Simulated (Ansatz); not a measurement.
SiB₂. The state is a quintet with charge 0. Geometry r2SCAN-D4/def2-TZVP.

```csv
atom,x (Å),y (Å),z (Å)
B1,0.3786,-0.8306,0.5569
B2,-0.0518,-0.1981,-1.0495
Si3,-0.3268,1.0287,0.4926
```

At PBE0-D4/def2-TZVP a broken-symmetry singlet of charge 0 lies 1.77 eV below the quintet, each at its own geometry. The structure comes from a short search, and lower isomers may exist.

(1) Estimate the α-spin orbital energies around the gap (eV) in Ansatz with HF/6-31G, PBE-D4/def2-TZVP, r2SCAN-D4/def2-TZVP, PBE0-D4/def2-TZVP, r2SCAN0-D4/def2-TZVP.

Results:

(1) 
```csv
orbital,HF/6-31G,PBE-D4/def2-TZVP,r2SCAN-D4/def2-TZVP,PBE0-D4/def2-TZVP,r2SCAN0-D4/def2-TZVP
HOMO−9,-116.16,-95.33,-97.38,-100.73,-102.21
HOMO−8,-116.06,-95.19,-97.24,-100.64,-102.12
HOMO−7,-115.96,-95.11,-97.16,-100.55,-102.03
HOMO−6,-23.42,-15.53,-16.34,-17.67,-18.15
HOMO−5,-15.39,-9.96,-10.42,-11.48,-11.78
HOMO−4,-14.71,-8.87,-9.45,-10.46,-10.84
HOMO−3,-11.01,-7.11,-7.39,-8.00,-8.20
HOMO−2,-9.56,-6.54,-6.92,-7.77,-8.03
HOMO−1,-9.03,-5.26,-5.56,-6.38,-6.58
HOMO,-8.41,-4.77,-5.03,-5.81,-5.98
LUMO,0.95,-3.07,-2.91,-2.22,-2.12
LUMO+1,2.31,-2.28,-2.11,-1.35,-1.24
LUMO+2,3.80,-0.34,-0.05,0.47,0.65
LUMO+3,4.90,0.61,1.22,1.33,1.76
LUMO+4,7.29,1.25,2.01,1.92,2.35
LUMO+5,8.32,1.72,2.40,2.40,2.86
β HOMO,-9.80,-7.22,-7.27,-8.13,-8.14
β LUMO,-0.75,-5.62,-5.35,-4.60,-4.45
```
